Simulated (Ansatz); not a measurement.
# C2H4F2 (1,1-difluoroethane): levels of theory compared

Aim: a comparison of 6 runs (HF/STO-3G, HF/def2-SVP, PBE0/STO-3G, B3LYP/6-31G*, MP2/cc-pVDZ, MP2/6-311+G**) of C2H4F2 (1,1-difluoroethane). 

The results are computed with Ansatz 0.2.0.

3 further runs of the same task are left out: 2 that didn't finish, 1 set aside as unsound or not needed.

### 1 The structure to begin with

C2H4F2 has 8 atoms, charge 0, and is taken as a singlet. As SMILES, `CC(F)F`. The coordinates come from a PBE0-D4/def2-TZVP relaxation.

Bond lengths: C1–C2 1.497 Å, C2–F3 1.361 Å, C2–F4 1.361 Å, C1–H5 1.091 Å, C1–H6 1.091 Å, C1–H7 1.090 Å, C2–H8 1.095 Å. Some angles: C1–C2–F3 110.3°, C1–C2–F4 110.3°, F3–C2–F4 107.0°, C1–C2–H8 114.0°, F3–C2–H8 107.5°, F4–C2–H8 107.5°, C2–C1–H5 109.4°, C2–C1–H6 109.9°, C2–C1–H7 109.9°, H5–C1–H6 109.3°.

### 2 Energy and forces at HF/STO-3G (run 1)

Contents of in.yaml:

```yaml
basis:
  gaussian: {orbitals: STO-3G}
crystal:
  periodic: [false, false, false]
  atoms:
    - symbol: C
      position_ang: [0.003300, 0.777600, 0.023300]
    - symbol: C
      position_ang: [-0.052000, -0.718200, -0.008200]
    - symbol: F
      position_ang: [0.925500, -1.243400, 0.779100]
    - symbol: F
      position_ang: [0.168200, -1.172100, -1.271900]
    - symbol: H
      position_ang: [0.981400, 1.111900, -0.325400]
    - symbol: H
      position_ang: [-0.157200, 1.132800, 1.041800]
    - symbol: H
      position_ang: [-0.771000, 1.190600, -0.624000]
    - symbol: H
      position_ang: [-1.006100, -1.136400, 0.329500]
hamiltonian: {xc: hf}
accuracy: high
output: {forces: true, orbitals: {seedname: orbitals}}
```

Command:

```bash
ansatz run in.yaml --threads 1 --pin off --max-ram 2610MiB --events-out events.jsonl --progress --plain --runs-dir runs
```

Standard output:

```text
Warning: RAYON_NUM_THREADS=1 ignored (pool sized by the plan → 1); use --threads N
Functional definition: HF
  name "HF"
  exchange = exact_x
  correlation = 0
473 factors; integrals over basis functions are off by at most 4.6e-8 eV
mean field evaluation 1: about -7430.8248 eV, gradient 3.1e1 eV
mean field evaluation 2: about -7431.0366 eV, gradient 3.1e1 eV
mean field evaluation 4: about -7434.4595 eV, gradient 1.9e0 eV
mean field evaluation 8: about -7434.4755 eV, gradient 2.8e-4 eV
mean field -7434.47554350 eV, -273.2119369552 hartree, gradient 1.5e-8 eV, S^2 0.000000; 0 other end points of the search recorded, 0 dependent functions left out
the calculation of the forces begins
reference -7434.47554350 eV, -273.2119369552 hartree; 17, 17 occupied and 7, 7 virtual orbitals, 473 factors
Total energy: -7434.47554350 eV, -273.2119369552 hartree
Atom 0 at     0.003300     0.777600     0.023300 Å, force    -0.271273     2.407933     0.188429 eV/Å
Atom 1 at    -0.052000    -0.718200    -0.008200 Å, force    -0.188878    -1.632021     0.007785 eV/Å
Atom 2 at     0.925500    -1.243400     0.779100 Å, force     1.073061    -0.521832     0.900077 eV/Å
Atom 3 at     0.168200    -1.172100    -1.271900 Å, force     0.219329    -0.440236    -1.406329 eV/Å
Atom 4 at     0.981400     1.111900    -0.325400 Å, force    -0.253143    -0.009826     0.092103 eV/Å
Atom 5 at    -0.157200     1.132800     1.041800 Å, force     0.061099     0.015159    -0.258167 eV/Å
Atom 6 at    -0.771000     1.190600    -0.624000 Å, force     0.212134     0.001836     0.154979 eV/Å
Atom 7 at    -1.006100    -1.136400     0.329500 Å, force    -0.852329     0.178988     0.321122 eV/Å
Dipole moment:    -0.199398     0.225032     0.081502 e Å
```

Run time: 0.34 s. Hardware: 1 thread of Arm Neoverse V2, shared host.

### 3 Energy and gradient at HF/def2-SVP (run 2)

Contents of job.yaml:

```yaml
basis:
  gaussian: {orbitals: def2-SVP}
crystal:
  periodic: [false, false, false]
  atoms:
    - {symbol: C, position_ang: [0.003300, 0.777600, 0.023300]}
    - {symbol: C, position_ang: [-0.052000, -0.718200, -0.008200]}
    - {symbol: F, position_ang: [0.925500, -1.243400, 0.779100]}
    - {symbol: F, position_ang: [0.168200, -1.172100, -1.271900]}
    - {symbol: H, position_ang: [0.981400, 1.111900, -0.325400]}
    - {symbol: H, position_ang: [-0.157200, 1.132800, 1.041800]}
    - {symbol: H, position_ang: [-0.771000, 1.190600, -0.624000]}
    - {symbol: H, position_ang: [-1.006100, -1.136400, 0.329500]}
hamiltonian: {xc: hf}
accuracy: high
output: {forces: true, orbitals: {seedname: orbitals}}
```

Command:

```bash
ansatz run job.yaml --threads 1 --pin off --max-ram 2610MiB --events-out events.jsonl --progress --plain --runs-dir runs
```

Standard output, shortened:

```text
Warning: RAYON_NUM_THREADS=1 ignored (pool sized by the plan → 1); use --threads N
[... 2 set-up lines as earlier in the session ...]
[...]
1793 factors; integrals over basis functions are off by at most 3.4e-9 eV
[...]
mean field -7530.21079281 eV, -276.7301424756 hartree, gradient 1.9e-8 eV, S^2 0.000000; 0 other end points of the search recorded, 0 dependent functions left out
[...]
reference -7530.21079281 eV, -276.7301424756 hartree; 17, 17 occupied and 59, 59 virtual orbitals, 1793 factors
Total energy: -7530.21079281 eV, -276.7301424756 hartree
Atom 0 at     0.003300     0.777600     0.023300 Å, force     0.005273     0.031860     0.002657 eV/Å
Atom 1 at    -0.052000    -0.718200    -0.008200 Å, force     0.532118    -0.813436    -0.228069 eV/Å
Atom 2 at     0.925500    -1.243400     0.779100 Å, force    -0.695424     0.388351    -0.614679 eV/Å
Atom 3 at     0.168200    -1.172100    -1.271900 Å, force    -0.120827     0.334705     0.943711 eV/Å
Atom 4 at     0.981400     1.111900    -0.325400 Å, force    -0.054271    -0.016432     0.018746 eV/Å
Atom 5 at    -0.157200     1.132800     1.041800 Å, force     0.022404    -0.018842    -0.046894 eV/Å
Atom 6 at    -0.771000     1.190600    -0.624000 Å, force     0.045394    -0.020361     0.018385 eV/Å
Atom 7 at    -1.006100    -1.136400     0.329500 Å, force     0.265332     0.114156    -0.093855 eV/Å
Dipole moment:    -0.347137     0.367958     0.141069 e Å
```

Wall time 2.3 s (1 thread of Arm Neoverse V2, shared host).

Runs 3 to 5 aren't shown in full; the table further down has their settings and results.

### 4 Energy and forces at MP2/6-311+G(d,p) (run 6)

Contents of job.yaml:

```yaml
crystal:
  periodic: [false, false, false]
  atoms:
    - symbol: C
      position_ang: [0.003300, 0.777600, 0.023300]
    - symbol: C
      position_ang: [-0.052000, -0.718200, -0.008200]
    - symbol: F
      position_ang: [0.925500, -1.243400, 0.779100]
    - symbol: F
      position_ang: [0.168200, -1.172100, -1.271900]
    - symbol: H
      position_ang: [0.981400, 1.111900, -0.325400]
    - symbol: H
      position_ang: [-0.157200, 1.132800, 1.041800]
    - symbol: H
      position_ang: [-0.771000, 1.190600, -0.624000]
    - symbol: H
      position_ang: [-1.006100, -1.136400, 0.329500]
basis:
  gaussian: {orbitals: 6-311+G_st__st_.json}
correlation: {method: mp2, frozen_orbitals: {C: 1, F: 1, H: 0}}
accuracy: high
output: {forces: true, orbitals: {seedname: orbitals}}
```

The basis set 6-311+G** is read from a file made from the Basis Set Exchange's data (not shown).

Command:

```bash
ansatz run job.yaml --threads 1 --pin off --max-ram 2610MiB --events-out events.jsonl --progress --plain --runs-dir runs
```

Standard output, shortened:

```text
Warning: RAYON_NUM_THREADS=1 ignored (pool sized by the plan → 1); use --threads N
[... 2 set-up lines as earlier in the session ...]
[...]
2216 factors; integrals over basis functions are off by at most 3.7e-9 eV
[...]
mean field -7538.35914914 eV, -277.0295890475 hartree, gradient 2.7e-8 eV, S^2 0.000000; 0 other end points of the search recorded, 0 dependent functions left out
4 core orbitals not correlated: weight in the atoms' cores, before any rotation towards them, 1.000 or more for the frozen orbitals, at most 0.000 for the correlated occupied ones
reference -7538.35914914 eV, -277.0295890475 hartree; 13, 13 occupied and 95, 95 virtual orbitals, 2216 factors
second order -19.34017518 eV of doubles, -0.00000000 eV of singles
[...]
Total energy: -7557.69932431 eV, -277.7403273759 hartree
Atom 0 at     0.003300     0.777600     0.023300 Å, force     0.022302     0.188016     0.001453 eV/Å
Atom 1 at    -0.052000    -0.718200    -0.008200 Å, force    -0.396936     0.007719     0.143862 eV/Å
Atom 2 at     0.925500    -1.243400     0.779100 Å, force     0.252654    -0.117169     0.214691 eV/Å
Atom 3 at     0.168200    -1.172100    -1.271900 Å, force     0.050121    -0.097625    -0.331628 eV/Å
Atom 4 at     0.981400     1.111900    -0.325400 Å, force     0.028047    -0.005839    -0.011149 eV/Å
Atom 5 at    -0.157200     1.132800     1.041800 Å, force    -0.000573    -0.003152     0.041691 eV/Å
Atom 6 at    -0.771000     1.190600    -0.624000 Å, force    -0.029080     0.000207    -0.032870 eV/Å
Atom 7 at    -1.006100    -1.136400     0.329500 Å, force     0.073466     0.027843    -0.026050 eV/Å
Dipole moment:    -0.322322     0.355336     0.131463 e Å
```

Wall time 11 s (1 thread of Arm Neoverse V2, shared host); peak memory 0.47 GiB.

### 5 The series

| run | level | Cartesian functions | frozen core orbitals | energy (Eh) | dipole moment (D) | HOMO energy (eV) | LUMO energy (eV) | wall time |
| --- | --- | --- | --- | --- | --- | --- | --- | --- |
| 1 | HF/STO-3G | no | – | -273.211937 | 1.50 | -10.75 | 15.07 | 0.34 s |
| 2 | HF/def2-SVP | no | – | -276.730142 | 2.52 | -14.06 | 4.92 | 2.3 s |
| 3 | PBE0/STO-3G | no | – | -274.200574 | 1.18 | -5.10 | 8.91 | 2 s |
| 4 | B3LYP/6-31G* (Cartesian functions) | yes | – | -278.301299 | 1.93 | -8.95 | 2.89 | 5.7 s |
| 5 | MP2/cc-pVDZ | no | 4 | -277.613490 | 2.05 | -13.89 | 5.05 | 4.8 s |
| 6 | MP2/6-311+G** | no | 4 | -277.740327 | 2.39 | -14.12 | 1.88 | 11 s |

### 6 What came out

```
                                          quantity          value
                               run 6: total energy  -277.74033 Eh
         run 6: dipole moment (correlated density)         2.39 D
        run 6: HOMO energy (Hartree–Fock orbitals)      -14.12 eV
        run 6: LUMO energy (Hartree–Fock orbitals)        1.88 eV
      run 6: HOMO–LUMO gap (Hartree–Fock orbitals)       16.00 eV
run 6: correlation energy (4 core orbitals frozen)     -710.7 mEh
                   run 6: largest force on an atom     0.422 eV/Å
```

**Reading.** The dipole moment (its size) runs from 1.18 D (PBE0/STO-3G) to 2.52 D (HF/def2-SVP). The two ends differ in method and basis. Over runs 1, 2, 3, 4 the HOMO–LUMO gap runs from 11.85 eV (B3LYP/6-31G*) to 25.82 eV (HF/STO-3G). Totals of different functionals can't be ranked against each other. In runs 1, 3 the basis is minimal, so the values are rough. All runs together took 26 s, the longest 11 s.
